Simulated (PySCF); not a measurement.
# A basis-limit estimate, worked out

An elementary step of SiNH₃, closed shell (SiNH₃ ([NH2][SiH]) → SiNH₃ ([NH][SiH2]); bonds formed: H1–Si3; bonds broken: H1–N2). “Start” is the structure reached by relaxing down from the saddle towards the reactants; PBE0-D4/def2-TZVP structures. The saddle:

| atom | x (Å) | y (Å) | z (Å) |
| --- | --- | --- | --- |
| H1 | -0.6813 | -1.0691 | -0.4602 |
| N2 | 0.3648 | -0.5776 | 0.6398 |
| Si3 | 0.2299 | 0.1291 | -0.8628 |
| H4 | -0.1545 | 1.6028 | -0.8460 |
| H5 | 0.2411 | -0.0853 | 1.5291 |

PySCF 2.14 with density fitting (its default auxiliary sets; JK sets also for MP2 and CCSD(T)); basis: def2-TZVPP and def2-QZVPP; cores frozen in the correlated methods.

Energies in eV:

| quantity | saddle | start |
| --- | --- | --- |
| Hartree–Fock, triple zeta (X = 3) | -9388.15974 | -9391.89974 |
| Hartree–Fock, quadruple zeta (X = 4) | -9388.48955 | -9392.21839 |
| MP2 correlation, X = 3 | -9.51060 | -8.79038 |
| MP2 correlation, X = 4 | -10.12817 | -9.40995 |
| CCSD(T) correlation, X = 3 | -10.68105 | -9.89569 |

(1) Work out the barrier at the basis limit: extrapolate Hartree–Fock as E(X) = E∞ + A exp(−7.88 √X) and the MP2 correlation as E(X) = E∞ + B X^−2.97 (the exponents that Neese and Valeev fitted for def2-TZVPP and QZVPP), then add CCSD(T) − MP2 in triple zeta.

No T1 diagnostic of these runs exceeds 0.029. The T1 diagnostic is large here, which may signal multireference character or strong orbital relaxation, so CCSD(T) is less sure. The restricted Hartree–Fock reference is unstable towards an unrestricted one at one or more of these structures.

Results:

(1) Each step is linear, so take the differences first (saddle − start): Hartree–Fock 3.74000 (X = 3) and 3.72884 (X = 4); MP2 correlation -0.72022 and -0.71822; CCSD(T) correlation -0.78536.
Two points give E∞ = E(4) + w [E(4) − E(3)], with w = 1/(exp(7.88 (2 − √3)) − 1) = 0.1377 for Hartree–Fock and w = 1/((4/3)^2.97 − 1) = 0.7407 for the correlation.
Hartree–Fock: 3.72884 + 0.1377 × (-0.01116) = 3.7273 eV.
MP2 correlation: -0.71822 + 0.7407 × 0.00200 = -0.7167 eV.
CCSD(T) − MP2: -0.78536 − (-0.72022) = -0.0651 eV.
Sum: 3.7273 + (-0.7167) + (-0.0651) = 2.9455 eV, or 67.92 kcal/mol. Plain CCSD(T) in triple zeta gives 2.9546 eV, so the larger basis shifts the result by -0.0091 eV.

Labels in which every atom is bracketed show which atoms are joined, not bond orders.

For scale, one of the runs: CCSD(T)/def2-TZVPP, 115 basis functions, launched by `OMP_NUM_THREADS=4 python run.py`. Hardware: 4 CPU threads of a Oxide Virtual Turin-like, shared host. Wall time about 32 s.
